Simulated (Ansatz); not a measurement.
**BH₃Cl (doublet): the correlation ladder at distance Cl1–H2 along a hydrogen transfer = 1.548 Å, cc-pVDZ**

How much of the correlation energy of BH₃Cl (doublet) does each wave-function method recover here?

Computed with Ansatz 0.2.0, Gaussian basis. Level: cc-pVDZ, core rule «outside noble gas», up to 6 orbitals frozen.

The runs, in order: UHF; CCSD(T) on ROHF; CCSD(T) on UHF; BCCD(T) on ROHF; CISD; CCSDT(Q) on ROHF; CCSDT(Q) on UHF; CASSCF and MRCISD+Q, 3 electrons in 3 orbitals; CASSCF and NEVPT2, 3 electrons in 3 orbitals.

15 further runs of the same task are left out: 9 for a known fault of the program, 4 that didn't finish, 2 set aside as unsound or not needed.

## 1. The geometry

The geometry derives from fragments relaxed apart (PBE0/def2-TZVP) and kept rigid, so it is no stationary point. A hydrogen atom is moved between rigid fragments.

5 atoms, charge 0, spin multiplicity 2.

Atoms are counted from 1 here; the program's logs count them from 0.

Bond lengths: Cl1–H2 1.548 Å, H2–B3 1.215 Å, B3–H4 1.191 Å, B3–H5 1.191 Å. Angles: Cl1–H2–B3 180.0°, H2–B3–H4 115.3°, H2–B3–H5 115.3°, H4–B3–H5 129.4°.

Coordinates:

```
atom    x (Å)   y (Å)    z (Å)
 Cl1  -0.7715  0.0000   0.0000
  H2   0.7765  0.0000   0.0000
  B3   1.9915  0.0000   0.0000
  H4   2.5005  0.0000   1.0770
  H5   2.5005  0.0000  -1.0770
```

## 2. UHF

File in.yaml:

```yaml
crystal:
  periodic: [false, false, false]
  atoms:
    - {symbol: Cl, position_ang: [-0.771533, 0.000000, 0.000000]}
    - {symbol: H, position_ang: [0.776467, 0.000000, 0.000000]}
    - {symbol: B, position_ang: [1.991467, 0.000000, 0.000000]}
    - {symbol: H, position_ang: [2.500540, 0.000000, 1.077008]}
    - {symbol: H, position_ang: [2.500540, 0.000000, -1.077008]}
basis:
  gaussian: {orbitals: cc-pVDZ}
magnetization: {spin_polarized: true, initial_magnetization: 1}
hamiltonian: {xc: hf}
output: {orbitals: {seedname: orbitals}}
```

Command:

```
> ansatz run in.yaml --threads 1 --pin off --events-out ev --progress --plain --max-ram 2393MiB
```

Further steps of the session: CCSD(T) on ROHF; CCSD(T) on UHF; BCCD(T) on ROHF; CISD; CCSDT(Q) on ROHF; CCSDT(Q) on UHF; CASSCF and MRCISD+Q, 3 electrons in 3 orbitals; CASSCF and NEVPT2, 3 electrons in 3 orbitals.

Before running them: what should the planned runs give, taken together? Wanted: UCCSDT(Q) below the RHF energy; RMP2 from UCCSDT(Q); UMP2 from UCCSDT(Q); RCCSD from UCCSDT(Q); RCCSD(T) from UCCSDT(Q); UCCSD(T) from UCCSDT(Q); RCCSDT(Q) from UCCSDT(Q); NEVPT2 pair from UCCSDT(Q); MRCISD+Q pair from UCCSDT(Q).

The runs gave:

```
                         quantity                                                   value
   UCCSDT(Q) below the RHF energy                                              -7.3800 eV
              RMP2 from UCCSDT(Q)                                           +108.4 kJ/mol
              UMP2 from UCCSDT(Q)                                           +113.4 kJ/mol
             RCCSD from UCCSDT(Q)                                            +15.2 kJ/mol
          RCCSD(T) from UCCSDT(Q)                                             +2.9 kJ/mol
          UCCSD(T) from UCCSDT(Q)                                             +2.9 kJ/mol
         RCCSDT(Q) from UCCSDT(Q)                                              0.0 kJ/mol
       NEVPT2 pair from UCCSDT(Q)                                           +112.1 kJ/mol
     MRCISD+Q pair from UCCSDT(Q)                                             +4.3 kJ/mol
levels within 1 kcal/mol (43 meV)  RCCSD(T), UCCSD(T), BCCD(T), RCCSDT, UCCSDT, RCCSDT(Q)
                    T1 diagnostic                                                   0.016
```

**Reading.** RCCSD(T) misses by +2.9 kJ/mol, 0.4 % of the correlation energy. Of the multireference levels listed MRCISD+Q pair comes nearest in total energy (+4.3 kJ/mol), which doesn't show that its space is the better one. These misses are within one basis, not against nature; the frozen cores of restricted and unrestricted runs differ, which can shift their rows.
